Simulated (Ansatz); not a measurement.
Basis-set extrapolation for HN₂, SMILES `[N]=N` radical (PBE0-D4/def2-TZVP geometry, frozen core, Ansatz 0.2.0). Multiplicity 2, UHF reference.

```json
{"": "HF", "cc-pV(T+d)Z": "-109.467838", "cc-pV(Q+d)Z": "-109.475904"}
{"": "MP2 correlation", "cc-pV(T+d)Z": "-0.359326", "cc-pV(Q+d)Z": "-0.385074"}
{"": "CCSD(T) correlation", "cc-pV(T+d)Z": "-0.397432", "cc-pV(Q+d)Z": "-0.421358"}
```

Energies in hartree. Use E(X) = E(∞) + A·exp(−5.46·√X) for Hartree–Fock and E(X) = E(∞) + B·X^(−3.05) for correlation, with X = 3 and 4.

Q: What is the CCSD(T) energy at the basis-set limit?

A: HF limit: -109.475904 + (-0.008066) × 0.30130 = -109.47833. Correlation limit: -0.421358 + (-0.023926) × 0.71189 = -0.43839. Total: -109.91672 hartree, 135.1 kJ/mol below CCSD(T)/cc-pV(T+d)Z.
